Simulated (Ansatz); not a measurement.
A calculation with Ansatz (development build ahead of 0.2.0).

```yaml
crystal:
  periodic: [false, false, false]
  atoms:
    - { symbol: Li, position_ang: [0.0, 0.0, -1.36963] }
    - { symbol: O, position_ang: [0.0, 0.0, 0.30234] }
    - { symbol: H, position_ang: [0.0, 0.70685, 0.8451] }
    - { symbol: H, position_ang: [0.0, -0.70685, 0.8451] }
basis:
  gaussian: { orbitals: cc-pVDZ }
total_charge: 1
hamiltonian:
  xc: hf
correlation:
  method: mp2
  frozen_orbitals: { H: 0, Li: 0, O: 1 }
```

The input is written out in the form of the current development build from the run's settings.

Results

```json
{"Converged": "yes", "Reference energy": "-83.31228 hartree", "Correlation energy": "-0.19909 hartree", "Total energy": "-83.51137 hartree", "Spin squared of the determinant": "0.000"}
```
